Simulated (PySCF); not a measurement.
# Nitrogen: a sound run and one with changed settings

Sound run: N [He] 2s2 2p3, N⁺ [He] 2s2 2p2. Computed with PySCF 2.14 in 6-31G* (3s2p1d, 14 functions), with the non-relativistic Hamiltonian (point nucleus). In the sound run the correlated levels freeze 1s2. The sound run starts from symmetry-adapted Hartree-Fock orbitals and uses a fine grid where one is needed.

Changed run: initial guess sap, at most 50 SCF cycles, level shift 0.1 hartree.

```json
{"species": "N", "method": "UHF", "sound run (hartree)": "-54.38501", "changed run (hartree)": "-54.38501", "converged": "yes"}
{"species": "N", "method": "LDA", "sound run (hartree)": "-54.10917", "changed run (hartree)": "-54.10917", "converged": "yes"}
{"species": "N", "method": "TPSS", "sound run (hartree)": "-54.59236", "changed run (hartree)": "-54.59236", "converged": "yes"}
{"species": "N", "method": "MP2", "sound run (hartree)": "-54.45534", "changed run (hartree)": "-54.45161", "converged": "yes"}
{"species": "N", "method": "CCSD(T)", "sound run (hartree)": "-54.47214", "changed run (hartree)": "-54.47214", "converged": "yes"}
{"species": "N⁺", "method": "UHF", "sound run (hartree)": "-53.87190", "changed run (hartree)": "-53.87190", "converged": "yes"}
{"species": "N⁺", "method": "LDA", "sound run (hartree)": "-53.55942", "changed run (hartree)": "-53.55942", "converged": "yes"}
{"species": "N⁺", "method": "TPSS", "sound run (hartree)": "-54.05428", "changed run (hartree)": "-54.05428", "converged": "yes"}
{"species": "N⁺", "method": "MP2", "sound run (hartree)": "-53.92527", "changed run (hartree)": "-53.92222", "converged": "yes"}
{"species": "N⁺", "method": "CCSD(T)", "sound run (hartree)": "-53.94794", "changed run (hartree)": "-53.94794", "converged": "yes"}
```

Ionisation energy of N:

```tsv
method	sound run (eV)	changed run (eV)
UHF	13.962	13.962
LDA	14.959	14.959
TPSS	14.642	14.642
MP2	14.424	14.405
SCS-MP2	14.215	14.209
CCSD	14.267	14.267
CCSD(T)	14.264	14.264
```

A level shift leaves the converged SCF energy unchanged but raises the virtual orbital energies, which shrinks MP2 if it is not removed.

For comparison, NIST gives 14.534 eV between the lowest levels.
